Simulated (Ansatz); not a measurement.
Geometry optimisation, RKS B3LYP-D4/6-31G* (Ansatz 0.2.0).

Input:

```yaml
crystal:
  periodic: [false, false, false]
  atoms:
    - { symbol: B, position_ang: [-0.854412, 0.000791, 0.211966] }
    - { symbol: H, position_ang: [1.327012, -0.001137, 1.176945] }
    - { symbol: F, position_ang: [1.669307, 0.001005, 0.309817] }
    - { symbol: F, position_ang: [-1.018208, -0.000659, -1.049929] }
basis:
  gaussian: { orbitals: "6-31G*" }
hamiltonian:
  xc: b3lyp
  dispersion: d4
relax:
  f_tol: 0.03
  max_steps: 50
output:
  orbitals: {}
```

Command:

```bash
$ ansatz run input.yaml --threads 1 --pin off --max-ram 2048MiB --backend cpu --events-out ev --progress --plain --runs-dir out
```

**Question.** Where does it end, and by what steps?

**Answer.** It converged. The force dipped under the threshold on the way, but the program's further checks kept it going. After 26 steps the energy has fallen by 0.098 eV; F3 moved furthest, 0.86 Å.

```json
{"step": "0", "energy less start (eV)": "0.0000", "largest force component (eV/Å)": "0.358", "accepted": "yes"}
{"step": "1", "energy less start (eV)": "0.0187", "largest force component (eV/Å)": "1.641", "accepted": "no"}
{"step": "2", "energy less start (eV)": "-0.0241", "largest force component (eV/Å)": "0.485", "accepted": "yes"}
{"step": "3", "energy less start (eV)": "-0.0355", "largest force component (eV/Å)": "0.794", "accepted": "yes"}
{"step": "4", "energy less start (eV)": "-0.0418", "largest force component (eV/Å)": "0.964", "accepted": "yes"}
{"step": "5", "energy less start (eV)": "-0.0302", "largest force component (eV/Å)": "1.962", "accepted": "no"}
{"step": "6", "energy less start (eV)": "-0.0729", "largest force component (eV/Å)": "0.119", "accepted": "yes"}
{"step": "7", "energy less start (eV)": "-0.0753", "largest force component (eV/Å)": "0.094", "accepted": "yes"}
{"step": "8", "energy less start (eV)": "-0.0763", "largest force component (eV/Å)": "0.056", "accepted": "yes"}
{"step": "9", "energy less start (eV)": "-0.0767", "largest force component (eV/Å)": "0.333", "accepted": "yes"}
{"step": "10", "energy less start (eV)": "-0.0595", "largest force component (eV/Å)": "0.978", "accepted": "no"}
{"step": "11", "energy less start (eV)": "-0.0832", "largest force component (eV/Å)": "0.164", "accepted": "yes"}
{"step": "12", "energy less start (eV)": "-0.0850", "largest force component (eV/Å)": "0.146", "accepted": "yes"}
{"step": "13", "energy less start (eV)": "-0.0696", "largest force component (eV/Å)": "1.065", "accepted": "no"}
{"step": "14", "energy less start (eV)": "-0.0895", "largest force component (eV/Å)": "0.074", "accepted": "yes"}
{"step": "15", "energy less start (eV)": "-0.0889", "largest force component (eV/Å)": "0.420", "accepted": "no"}
{"step": "16", "energy less start (eV)": "-0.0917", "largest force component (eV/Å)": "0.060", "accepted": "yes"}
{"step": "17", "energy less start (eV)": "-0.0934", "largest force component (eV/Å)": "0.112", "accepted": "yes"}
{"step": "18", "energy less start (eV)": "-0.0940", "largest force component (eV/Å)": "0.058", "accepted": "yes"}
{"step": "19", "energy less start (eV)": "-0.0966", "largest force component (eV/Å)": "0.010", "accepted": "yes"}
{"step": "20", "energy less start (eV)": "-0.0675", "largest force component (eV/Å)": "1.236", "accepted": "no"}
{"step": "21", "energy less start (eV)": "-0.0964", "largest force component (eV/Å)": "0.233", "accepted": "no"}
{"step": "22", "energy less start (eV)": "-0.0972", "largest force component (eV/Å)": "0.020", "accepted": "yes"}
{"step": "23", "energy less start (eV)": "-0.0959", "largest force component (eV/Å)": "0.333", "accepted": "no"}
{"step": "24", "energy less start (eV)": "-0.0976", "largest force component (eV/Å)": "0.027", "accepted": "yes"}
{"step": "25", "energy less start (eV)": "-0.0977", "largest force component (eV/Å)": "0.123", "accepted": "yes"}
{"step": "26", "energy less start (eV)": "-0.0980", "largest force component (eV/Å)": "0.023", "accepted": "yes"}
```

```xyz
4
Properties=species:S:1:pos:R:3
B -0.579 0.000 -0.234
H 1.264 0.000 0.666
F 2.138 0.000 1.032
F -1.700 0.000 -0.815
```

Whether the end is a true minimum wasn't checked by a vibrational analysis.

Run time: 15 s on 1 thread of AMD EPYC 7R43 64-Core Processor (Zen 3), with other jobs on the host, peak memory 0.11 GiB.
